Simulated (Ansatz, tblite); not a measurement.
# The cluster W₄+: rung by rung

Aim: run the doublet of the cluster W₄+ at one geometry on many levels, and compare frontier levels, spin and run time.

Computed with Ansatz 0.2.0, Gaussian basis. Level: as each input shows.

Plan: GFN1-xTB, GFN2-xTB, PBE-D4/def2-TZVP, r2SCAN-D4/def2-TZVP, BLYP-D4/def2-TZVP, LDA/def2-TZVP, revPBE-D4/def2-TZVP, B3LYP-D4/def2-TZVP, B2PLYP/def2-TZVP, PBE-D4/def2-SVP, PBE0-D4/def2-SVP, MP2/def2-TZVP, RPA/def2-TZVP.

### 1 The geometry

The doublet was relaxed beforehand with PBE0-D4/def2-SVP. At that level it is the lowest of the isomers that a small search found.

4 atoms, charge 1, spin multiplicity 2.

Bond lengths: W1–W2 2.565 Å, W1–W3 2.220 Å, W1–W4 2.570 Å, W2–W3 2.570 Å, W2–W4 2.220 Å, W3–W4 2.614 Å. Angles: W2–W1–W3 64.5°, W2–W1–W4 51.2°, W3–W1–W4 65.7°, W1–W2–W3 51.2°, W1–W2–W4 64.5°, W3–W2–W4 65.7°, W1–W3–W2 64.3°, W1–W3–W4 63.6°, W2–W3–W4 50.7°, W1–W4–W2 64.3°, W1–W4–W3 50.7°, W2–W4–W3 63.6°.

As a file:

```xyz
4
charge 1, multiplicity 2
W     0.4098   -0.4694    1.3638
W    -0.8942   -0.8962   -0.8033
W     1.4240    0.1716   -0.5044
W    -0.9396    1.1940   -0.0561
```

W takes a core potential in the def2 sets. No spin-orbit coupling is included. The ion is computed in the gas phase, without counter-ions or solvent.

PBE0-D4/def2-TZVP was run before; its log isn't repeated, and its numbers join the tables.

### 2 GFN1-xTB

Tight binding, by tblite at 300 K electronic temperature and without a spin-polarisation term:

```python
tblite.interface.Calculator('GFN1-xTB', numbers, positions, charge=1, uhf=1).singlepoint()
```

Energy -217.9468 eV; 0.003 s.

### 3 GFN2-xTB

Tight binding, by tblite at 300 K electronic temperature and without a spin-polarisation term:

```python
tblite.interface.Calculator('GFN2-xTB', numbers, positions, charge=1, uhf=1).singlepoint()
```

Energy -244.2506 eV; 0.01 s.

### 4 PBE-D4/def2-TZVP

start.molden holds the orbitals of an earlier run on this state, given as this run's starting guess.

The input, in.yaml:

```yaml
crystal:
  periodic: [false, false, false]
  atoms:
    - {symbol: W, position_ang: [0.409763, -0.469420, 1.363772]}
    - {symbol: W, position_ang: [-0.894191, -0.896205, -0.803281]}
    - {symbol: W, position_ang: [1.424037, 0.171619, -0.504393]}
    - {symbol: W, position_ang: [-0.939609, 1.194006, -0.056088]}
basis:
  gaussian: {orbitals: def2-TZVP, initial_orbitals: start.molden}
total_charge: 1
magnetization: {spin_polarized: true, initial_magnetization: 1}
hamiltonian: {xc: pbe, dispersion: d4}
scf: {omitted_lower_state_checks: [starts]}
output: {forces: true, orbitals: {seedname: orbitals}}
```

Launch:

```console
$ ansatz run in.yaml --threads 4 --pin off --events-out ev --progress --plain --max-ram 3916MiB
```

After this run come: r2SCAN-D4/def2-TZVP; BLYP-D4/def2-TZVP; LDA/def2-TZVP; revPBE-D4/def2-TZVP; B3LYP-D4/def2-TZVP; B2PLYP/def2-TZVP; PBE-D4/def2-SVP; PBE0-D4/def2-SVP; MP2/def2-TZVP; RPA/def2-TZVP.

Q: Predict the results of all the runs planned. Wanted: gap in def2-TZVP, named functionals, smallest and largest; correlation energy, MP2/def2-TZVP; ⟨S²⟩ in def2-TZVP, named functionals, smallest and largest; PBE0 total energy, smallest basis above largest.

**Answer**, as computed:

| quantity | value |
| --- | --- |
| gap in def2-TZVP, named functionals, smallest and largest | 0.27 eV (LDA), 1.91 eV (PBE0-D4) |
| correlation energy, MP2/def2-TZVP | -37.27 eV |
| ⟨S²⟩ in def2-TZVP, named functionals, smallest and largest | 0.752, 1.271 |
| PBE0 total energy, smallest basis above largest | 1.45 eV (def2-SVP, def2-TZVP) |

In words: Over the named functionals in def2-TZVP the gap runs from 0.27 eV (LDA) to 1.91 eV (PBE0-D4); exact exchange widens it. Over the named functionals in def2-TZVP spin contamination reaches 0.52 (r2SCAN-D4), so some levels may describe another state.
